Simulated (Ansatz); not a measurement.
Correlation energies of BFH₂ (`BF`) by basis set

```xyz
4

B     0.0235    0.0074   -0.0433
F    -0.5983   -0.1872    1.1009
H     1.0592    0.6081   -0.0213
H    -0.4844   -0.4283   -1.0364
```

Charge 0, multiplicity 1. Geometry: relaxed with PBE0-D4/def2-TZVP. Frozen core, restricted reference, the Gaussian-basis code of Ansatz. CBS rows extrapolate triple and quadruple zeta.

| basis | HF (Eh) | MP2 corr. | CCSD corr. | (T) | CCSD(T) total |
| --- | --- | --- | --- | --- | --- |
| def2-SVP | -125.22362 | -0.27330 | -0.29093 | -0.00483 | -125.51938 |
| def2-TZVPP | -125.37976 | ? | -0.36980 | -0.00996 | ? |
| def2-QZVPP | -125.38579 | -0.38619 | -0.39725 | -0.01173 | -125.79477 |
| CBS(def2) | -125.38662 | -0.40918 | ? | -0.01304 | ? |
| cc-pV(D+d)Z | -125.32499 | -0.27533 | -0.29329 | ? | ? |
| cc-pV(T+d)Z | -125.37343 | -0.35765 | -0.37161 | ? | ? |
| cc-pV(Q+d)Z | -125.38359 | -0.38799 | -0.39894 | -0.01177 | -125.79430 |
| CBS(cc) | -125.38665 | -0.40958 | -0.41839 | -0.01285 | -125.81789 |

Fill in the withheld values. (Best estimate.)

The calculation gave: def2-TZVPP MP2 corr.: -0.35516; def2-TZVPP CCSD(T) total: -125.75952; CBS(def2) CCSD corr.: -0.41758; CBS(def2) CCSD(T) total: -125.81724; cc-pV(D+d)Z (T): -0.00507; cc-pV(D+d)Z CCSD(T) total: -125.62335; cc-pV(T+d)Z (T): -0.01027; cc-pV(T+d)Z CCSD(T) total: -125.75531.
